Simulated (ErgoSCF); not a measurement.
**HF/def2-SV(P) (Cartesian functions) run of PHF2 (difluorophosphine)**

Aim: the energy change on altering one bond length of PHF2 (difluorophosphine) at HF/def2-SV(P) (Cartesian functions), from 2 runs. 

The results are computed with ErgoSCF 3.8.

3 further runs of the same task are left out: 3 set aside as unsound or not needed.

**1. The system as given**

PHF2: 4 atoms, total charge 0, spin state singlet. SMILES: `FPF`. The coordinates come from a GFN2-xTB relaxation.

Bond lengths: F1–P2 1.617 Å, P2–F3 1.617 Å, P2–H4 1.418 Å. Angles: F1–P2–F3 94.7°, F1–P2–H4 92.6°, F3–P2–H4 92.6°.

**2. A single-point energy at HF/def2-SV(P) (Cartesian functions)**

run.inp

```
# single point, F2HP
set_nthreads(1)
molecule_inline Angstrom
F        1.200700       0.603880      -0.244050
P       -0.020800      -0.433020      -0.460000
F       -1.177160       0.665480      -0.195640
H       -0.002740      -0.836340       0.899690
EOF
scf.output_mulliken_pop = 1
use_6_d_functions = 1
basis = "def2-SV(P)"
tmpdir = "."
scf.max_number_of_iterations = 100
run "HF"
```

The basis set def2-SV(P) is read from a file made from the Basis Set Exchange's data (not shown).

The run is started by

```bash
$ ergo run.inp
```

The log of the run, cut to the lines that bear on the results:

```text
[...]
INMA  use_6_d_functions := 1
[...]
INSC Energy   1 =       -284.86194654002
[...]
INDE PURIFICATION CONVERGED after 47 iterations
[...]
INDE PURIFICATION CONVERGED after 39 iterations
[...]
INDE PURIFICATION CONVERGED after 31 iterations
[...]
INDE PURIFICATION CONVERGED after 31 iterations
[...]
INDE E(LUMO) - E(HOMO) <=          0.61851647978 =         16.83069091124 eV
[...]
INSC Energy  15 =       -539.95986661650  ( diff      0.000000000000455 )
[...]
RESC CONVERGED after  15 iterations.
RESC FINAL ENERGY:       -539.95986661650
[...]
INSC SCF: dipole_moment_x [atomic units] =      -0.02392937
INSC SCF: dipole_moment_y [atomic units] =      -0.92818143
INSC SCF: dipole_moment_z [atomic units] =       0.01430470
[...]
```

It took 13 s on 1 thread of Intel Xeon at 2.50GHz (Skylake/Cascade Lake), shared host.

**3. The distorted shape at the same level**

ergo.in

```
set_nthreads(1)
molecule_inline Angstrom
F  1.201604 0.583702 -0.176024
P  -0.019896 -0.453198 -0.391974
F  -1.176256 0.645302 -0.127614
H  -0.002740 -0.836340 0.899690
EOF
tmpdir = "."
scf.max_number_of_iterations = 100
use_6_d_functions = 1
basis = "def2-SV(P)"
scf.output_mulliken_pop = 1
run "HF"
```

The basis set def2-SV(P) is read from a file made from the Basis Set Exchange's data (not shown).

The run is started by

```bash
$ ergo ergo.in
```

The log of the run, cut to the lines that bear on the results:

```text
[...]
INMA  use_6_d_functions := 1
[...]
INSC Energy   1 =       -284.94853552716
[...]
INDE PURIFICATION CONVERGED after 47 iterations
[...]
INDE PURIFICATION CONVERGED after 39 iterations
[...]
INDE PURIFICATION CONVERGED after 31 iterations
[...]
INDE PURIFICATION CONVERGED after 31 iterations
[...]
INDE E(LUMO) - E(HOMO) <=          0.61743009493 =         16.80112887347 eV
[...]
INSC Energy  15 =       -539.95791431394  ( diff     -0.000000000000455 )
[...]
RESC CONVERGED after  15 iterations.
RESC FINAL ENERGY:       -539.95791431394
[...]
INSC SCF: dipole_moment_x [atomic units] =      -0.02353132
INSC SCF: dipole_moment_y [atomic units] =      -0.94551364
INSC SCF: dipole_moment_z [atomic units] =       0.05566492
[...]
```

It took 12 s on 1 thread of Intel Xeon at 2.50GHz (Skylake/Cascade Lake), shared host.

**4. What came out**

Level: HF/def2-SV(P) (Cartesian functions).

| quantity | value |
| --- | --- |
| first shape: total energy | -539.95987 Eh |
| first shape: dipole moment | 2.36 D |
| distorted shape: total energy | -539.95791 Eh |
| distorted shape: dipole moment | 2.41 D |
| energy change with the P2–H4 bond shortened from 1.418 to 1.347 Å | 0.053 eV |

With the P2–H4 bond shortened from 1.418 to 1.347 Å the energy rises by 0.05 eV (5.1 kJ/mol). The first shape isn't relaxed at this level, so the change isn't measured from a minimum. Mulliken charges (first shape) run from -0.46 on F1 to +0.91 on P2. Mulliken charges (distorted shape) run from -0.46 on F1 to +0.92 on P2; they depend strongly on the basis.
